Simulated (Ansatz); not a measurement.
# GaBr3: single points with varied inputs

Aim: run GaBr3 under a spread of inputs, and see what each costs and gives.

Computed with Ansatz 0.2.0, Gaussian basis. Level: the settings change from run to run.

**1. The relaxed structure**

The geometry comes from an earlier relaxation with PBE-D4/def2-SVP; it is a stationary point.

4 atoms, charge 0, spin multiplicity 1.

Atoms are counted from 1 here; the program's logs count them from 0.

Bond lengths: Ga1–Br2 2.284 Å, Ga1–Br3 2.284 Å, Ga1–Br4 2.284 Å. Angles: Br2–Ga1–Br3 120.0°, Br2–Ga1–Br4 120.0°, Br3–Ga1–Br4 120.0°.

**2. revPBE/def2-TZVPP**

This run has the search for lower states set to off.

in.yaml reads:

```yaml
crystal:
  periodic: [false, false, false]
  atoms:
    - {symbol: Ga, position_ang: [-0.000244, 0.000069, -0.000201]}
    - {symbol: Br, position_ang: [2.283517, -0.027092, 0.012774]}
    - {symbol: Br, position_ang: [-1.118234, 1.991418, -0.016859]}
    - {symbol: Br, position_ang: [-1.165028, -1.964396, 0.004286]}
basis:
  gaussian: {orbitals: def2-TZVPP}
hamiltonian: {xc: {name: revPBE}}
scf: {lower_state_search: off}
output: {forces: true}
```

Run with:

```
$ ansatz run in.yaml --threads 2 --pin off --events-out ev --progress --plain --max-ram 32768MiB --backend cpu
```

What it wrote:

```text
Functional definition: revPBE
  name "revPBE"
  cite "Zhang & Yang, Phys. Rev. Lett. 80, 890 (1998) doi:10.1103/PhysRevLett.80.890"
  cite "Perdew, Burke & Ernzerhof, Phys. Rev. Lett. 77, 3865 (1996) doi:10.1103/PhysRevLett.77.3865"
  parameter kappa = 1.245
  parameter beta = 0.06672455060314922
  exchange = pbe_x(kappa = kappa, mu = beta*pi^2/3)
  correlation = pbe_c(beta = beta)
these checks for a lower state are left out or cut short: stability, starts, cluster_reference, orbital_swaps, neighbouring_geometries, increment
1496 factors; their error is unknown
mean field evaluation 1: about -262498.3251 eV, gradient 3.6e1 eV
mean field evaluation 2: about -262495.5091 eV, gradient 6.1e1 eV
mean field evaluation 4: about -262499.8196 eV, gradient 2.9e0 eV
mean field evaluation 8: about -262499.8408 eV, gradient 1.3e-1 eV
mean field evaluation 16: about -262499.7639 eV, gradient 5.5e-5 eV
mean field -262499.76389103 eV, -9646.6883942647 hartree, gradient 4.5e-6 eV, S^2 0.000000; 0 other end points of the search recorded, 0 dependent functions left out
the calculation of the forces begins
reference -262499.76393576 eV, -9646.6883959087 hartree; 68, 68 occupied and 124, 124 virtual orbitals, 1496 factors
Total energy: -262499.76393576 eV, -9646.6883959087 hartree
Atom 0 at    -0.000244     0.000069    -0.000201 Å, force     0.002203    -0.000614     0.000562 eV/Å
Atom 1 at     2.283517    -0.027092     0.012774 Å, force     0.154841    -0.001688     0.000679 eV/Å
Atom 2 at    -1.118234     1.991418    -0.016859 Å, force    -0.076967     0.136163    -0.001342 eV/Å
Atom 3 at    -1.165028    -1.964396     0.004286 Å, force    -0.080077    -0.133861     0.000102 eV/Å
Dipole moment:    -0.000369     0.000103    -0.000128 e Å
Checks for a lower state left out: stability, starts, cluster_reference, orbital_swaps, neighbouring_geometries, increment
```

Wall time 2.2 s (2 threads of AMD EPYC 7R13, shared host).

Largest force 0.156 eV/Å, dipole 0.00 D.

**3. revPBE0/def2-mTZVPP**

Set apart from the defaults: density fitting with def2-universal-jkfit, D3(BJ) dispersion.

Changes to in.yaml since step 2:

```diff
@@ -8,5 +8,5 @@
 basis:
-  gaussian: {orbitals: def2-TZVPP}
-hamiltonian: {xc: {name: revPBE}}
-scf: {lower_state_search: off}
+  gaussian: {orbitals: def2-mTZVPP, fitting: {mean_field: def2-universal-jkfit}}
+hamiltonian: {xc: {name: revPBE0}, dispersion: d3bj}
+scf: {omitted_lower_state_checks: [starts]}
 output: {forces: true}
```

Launched as before.

What it wrote, cut to the lines that bear on the results:

```text
Functional definition: revPBE0
  name "revPBE0"
  cite "Zhang & Yang, Phys. Rev. Lett. 80, 890 (1998) doi:10.1103/PhysRevLett.80.890"
  cite "Adamo & Barone, J. Chem. Phys. 110, 6158 (1999) doi:10.1063/1.478522"
  cite "Perdew, Burke & Ernzerhof, Phys. Rev. Lett. 77, 3865 (1996) doi:10.1103/PhysRevLett.77.3865"
[...]
1064 factors; integrals over basis functions are off by at most 1.8e-2 eV
[...]
mean field -262503.60644142 eV, -9646.8296053872 hartree, gradient 8.0e-5 eV, S^2 0.000000; 0 other end points of the search recorded, 0 dependent functions left out
[...]
reference -262503.60647499 eV, -9646.8296066209 hartree; 68, 68 occupied and 76, 76 virtual orbitals, 1064 factors
Total energy: -262503.88840595 eV, -9646.8399673923 hartree
Atom 0 at    -0.000244     0.000069    -0.000201 Å, force     0.002419    -0.000678     0.000697 eV/Å
Atom 1 at     2.283517    -0.027092     0.012774 Å, force    -0.171955     0.002204    -0.001185 eV/Å
Atom 2 at    -1.118234     1.991418    -0.016859 Å, force     0.082974    -0.148712     0.001034 eV/Å
Atom 3 at    -1.165028    -1.964396     0.004286 Å, force     0.086562     0.147185    -0.000547 eV/Å
Dipole moment:    -0.000418     0.000117    -0.000158 e Å
Checks for a lower state left out: starts
```

Wall time 3.2 s (2 threads of AMD EPYC 7R13, shared host).

Largest force 0.172 eV/Å, dipole 0.00 D.

**4. revPBE/6-31G**

Set apart from the defaults: atoms shaken by 0.15 Å, D4 dispersion, the search for lower states set to off.

in.yaml reads:

```yaml
crystal:
  periodic: [false, false, false]
  atoms:
    - {symbol: Ga, position_ang: [-0.014108, 0.044186, 0.014864]}
    - {symbol: Br, position_ang: [2.239725, -0.017037, 0.299940]}
    - {symbol: Br, position_ang: [-1.129438, 1.803054, -0.156637]}
    - {symbol: Br, position_ang: [-1.077250, -2.183849, -0.331166]}
basis:
  gaussian: {orbitals: 6-31G}
hamiltonian: {xc: {name: revPBE}, dispersion: d4}
scf: {lower_state_search: off}
output: {forces: true}
```

The command is unchanged.

What it wrote, cut to the lines that bear on the results:

```text
Functional definition: revPBE
  name "revPBE"
  cite "Zhang & Yang, Phys. Rev. Lett. 80, 890 (1998) doi:10.1103/PhysRevLett.80.890"
  cite "Perdew, Burke & Ernzerhof, Phys. Rev. Lett. 77, 3865 (1996) doi:10.1103/PhysRevLett.77.3865"
[...]
1359 factors; their error is unknown
[...]
mean field -262458.91392626 eV, -9645.1871857485 hartree, gradient 6.9e-6 eV, S^2 0.000000; 0 other end points of the search recorded, 0 dependent functions left out
[...]
reference -262458.91397475 eV, -9645.1871875308 hartree; 68, 68 occupied and 48, 48 virtual orbitals, 1359 factors
Total energy: -262459.25949739 eV, -9645.1998852533 hartree
Atom 0 at    -0.014108     0.044186     0.014864 Å, force     1.090327    -4.698257    -0.040576 eV/Å
Atom 1 at     2.239725    -0.017037     0.299940 Å, force     0.861962    -0.021281     0.159712 eV/Å
Atom 2 at    -1.129438     1.803054    -0.156637 Å, force    -2.396640     3.691852    -0.313651 eV/Å
Atom 3 at    -1.077250    -2.183849    -0.331166 Å, force     0.444350     1.027685     0.194514 eV/Å
Dipole moment:    -0.010980     0.389518     0.056083 e Å
Checks for a lower state left out: stability, starts, cluster_reference, orbital_swaps, neighbouring_geometries, increment
```

Wall time 1.3 s (2 threads of AMD EPYC 7R13, shared host).

Largest force 4.823 eV/Å, dipole 1.89 D.

**5. B97M-V/STO-3G**

Options: relativity set to none, high accuracy.

in.yaml reads:

```yaml
crystal:
  periodic: [false, false, false]
  atoms:
    - {symbol: Ga, position_ang: [-0.000244, 0.000069, -0.000201]}
    - {symbol: Br, position_ang: [2.283517, -0.027092, 0.012774]}
    - {symbol: Br, position_ang: [-1.118234, 1.991418, -0.016859]}
    - {symbol: Br, position_ang: [-1.165028, -1.964396, 0.004286]}
basis:
  gaussian: {orbitals: STO-3G}
hamiltonian: {xc: {name: B97M-V}, pseudopotentials: {relativity: none}}
accuracy: high
```

The command is unchanged.

What it wrote, cut to the lines that bear on the results:

```text
Functional definition: B97M-V
  name "B97M-V"
  cite "Mardirossian & Head-Gordon, J. Chem. Phys. 142, 074111 (2015) doi:10.1063/1.4907719"
  cite "Becke, J. Chem. Phys. 107, 8554 (1997) doi:10.1063/1.475007"
  cite "Vydrov & Van Voorhis, J. Chem. Phys. 133, 244103 (2010) doi:10.1063/1.3521275"
  # Of w^i u^j: cxij and so on, Table III.
[...]
  gx(w, u) = cx00 + cx01*u + cx02*u^2 + (cx10 + cx11*u)*w
  gss(w, u) = css00 + css02*u^2 + css10*w + (css32*w^3 + css42*w^4)*u^2
  gos(w, u) = cos00 + cos01*u + cos03*u^3 + cos10*w + cos32*w^3*u^2
[...]
      + integral(e_c_pw_mod_opposite_spin*gos(b97_w_opposite, b97_u_opposite)) + vv10(b, c)
999 factors; integrals over basis functions are off by at most 8.4e-9 eV
[...]
mean field -259587.77308872 eV, -9539.6747060983 hartree, gradient 1.0e-8 eV, S^2 0.000000; 2 other end points of the search recorded, 0 dependent functions left out
reference -259587.77309168 eV, -9539.6747062068 hartree; 68, 68 occupied and 4, 4 virtual orbitals, 999 factors
Total energy: -259587.77309168 eV, -9539.6747062068 hartree
```

Run time: 19 s. Hardware: 2 threads of AMD EPYC 7R13, shared host.

**6. The runs in one table**

```
              level  charge  multiplicity  geometry  functions  energy (eV)   time
  revPBE/def2-TZVPP       0             1   relaxed        192  -262499.764  2.2 s
revPBE0/def2-mTZVPP       0             1   relaxed        144  -262503.888  3.2 s
       revPBE/6-31G       0             1    shaken        116  -262459.259  1.3 s
      B97M-V/STO-3G       0             1   relaxed         72  -259587.773   19 s
```

**7. What came out**

| quantity | value |
| --- | --- |
| runs | 4 |
| quickest | revPBE/6-31G, 1.3 s |
| slowest | B97M-V/STO-3G, 19 s |
| spread of total energies, same state and geometry | 2916.1 eV |
| dipole, same state and geometry | 0.00 to 0.00 D |

Run time spans a factor of 15, from revPBE/6-31G to B97M-V/STO-3G. The jobs differ in tasks and options as well as level. The totals spread over 2916 eV; they can't be compared across methods or bases. At the PBE-D4/def2-SVP geometry and in the same state, runs without warnings or point charges leave forces up to 0.17 eV/Å (revPBE0/def2-mTZVPP), against 4.8 eV/Å where the atoms were moved.
